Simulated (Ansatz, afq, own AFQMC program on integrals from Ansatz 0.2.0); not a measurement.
Where AFQMC and coupled cluster stand for AlNH2, singlet

```yaml
atoms:
  - { symbol: Al, position_ang: [0.0000, -0.0184, 0.5793] }
  - { symbol: N, position_ang: [0.0000, 0.0333, -0.8271] }
  - { symbol: H, position_ang: [0.0000, 0.0840, 1.9347] }
  - { symbol: H, position_ang: [0.0000, -0.0988, -1.6868] }
```

Connectivity, by distances: AlH–NH.

Basis cc-pVDZ. Noble-gas cores (and the filled d shells of Ga–Kr and In–Xe) are frozen. Integrals, coupled cluster, full CI and functionals: Ansatz 0.2.0; the random walks run on the same integrals in our own AFQMC program. ph-AFQMC/CISD is guided by a CISD state made of CCSD amplitudes; releasing the constraint for a short imaginary time cuts its bias at the price of noise, slowly where states lie close. Free projection: walkers drawn from exp(T), propagated without any constraint. Its projection time is finite, and what remains of the start isn't in its error. Uncertainties: one standard error, sampling alone.

Determinant: RHF, the one that the program's search chose, which needn't be the lowest solution. The geometry is a point of a scan.

No full CI on the walks' own integrals is used here; CCSDT(Q) serves as the reference and is uncertain by about the last step of the cluster series.

Cautions: higher spins were not checked; raised T1 diagnostic (T1 0.022, weight of the determinant 0.90, largest double 0.05); the ph-AFQMC/CISD walk drifts between its halves (2.2 errors).

The T1 diagnostic is 0.0223, the weight of the determinant in the CISD state is 0.896 and the size of the correlated space is 10 electrons in 36 orbitals.

Reference: CCSDT(Q), correlation energy -6.871 eV. The released energy is read at 2.40 1/Eh (meV from the phaseless value at times in 1/Eh: 20 ± 17 at 0.24, 26 ± 20 at 0.51, 27 ± 17 at 0.99, 51 ± 19 at 1.62, 60 ± 17 at 2.40).

```tsv
level	E − E(reference) (kJ/mol)	share of correlation (%)
HF	662.9	0.00
MP2	65.1	90.18
CCSD	23.8	96.41
CCSD(T)	4.2	99.37
CCSDT	2.5	99.63
ph-AFQMC/CISD	-5.7 ± 2.7	100.86
released AFQMC	0.1 ± 1.7	99.99
free AFQMC	1.4 ± 1.8	99.79
```

Free projections are given only where their last times agree within the noise and don't stop above the reference; a slow remainder of the start can still hide under it. A walk keeps the symmetry of its determinant, which the program's search chose and which needn't be the lowest solution, so a lower state of the same spin and another symmetry isn't excluded. Released energies are given only where the last usable release times agree within the noise; a slower fall can still hide under it.
